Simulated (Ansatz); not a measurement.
Relaxation of the cluster SiC2 with UKS PBE-D4/def2-TZVP.

```sh
$ ansatz run in.yaml --threads 4 --pin off --events-out ev --progress --plain --max-ram 3916MiB
```

```yaml
crystal:
  periodic: [false, false, false]
  atoms:
    - {symbol: Si, position_ang: [-0.786490, -0.156251, -0.836333]}
    - {symbol: C, position_ang: [0.488087, -0.551059, 0.446424]}
    - {symbol: C, position_ang: [0.298393, 0.707311, 0.389908]}
basis:
  gaussian: {orbitals: def2-TZVP}
magnetization: {spin_polarized: true, initial_magnetization: 2}
hamiltonian: {xc: pbe, dispersion: d4}
scf: {omitted_lower_state_checks: [starts]}
output: {orbitals: {seedname: orbitals}}
relax: {f_tol: 0.02, max_steps: 100}
```

Hardware: 4 threads of Arm Neoverse V1 on a shared host. Wall time 4.1 s.

Positions (Å) and forces (eV/Å) at steps 1, 2, 3, 4, 5 of 5:

```xyz
3
step=1 energy=-9939.2163 eV
Si   -0.786   -0.156   -0.836   -0.544   -0.107   -0.579
C     0.488   -0.551    0.446    0.717   -2.889    0.422
C     0.298    0.707    0.390   -0.172    2.996    0.156
3
step=2 energy=-9939.2828 eV
Si   -0.790   -0.157   -0.840   -0.312   -0.061   -0.332
C     0.492   -0.567    0.449    0.298   -0.907    0.209
C     0.298    0.723    0.391    0.014    0.969    0.123
3
step=3 energy=-9939.2939 eV
Si   -0.795   -0.158   -0.846   -0.096   -0.019   -0.102
C     0.496   -0.574    0.452    0.057   -0.050    0.054
C     0.299    0.732    0.393    0.039    0.069    0.048
3
step=4 energy=-9939.2945 eV
Si   -0.798   -0.158   -0.848   -0.020   -0.004   -0.021
C     0.497   -0.574    0.454    0.007    0.021    0.010
C     0.300    0.732    0.395    0.013   -0.017    0.011
3
step=5 energy=-9939.2945 eV
Si   -0.799   -0.159   -0.849    0.000    0.000    0.000
C     0.498   -0.573    0.454    0.000    0.000    0.000
C     0.301    0.732    0.395    0.000    0.000    0.000
```

At PBE-D4/def2-TZVP a singlet of charge 0 lies 1.47 eV below the triplet, each at its own geometry. The structure comes from a short search, and lower isomers may exist.
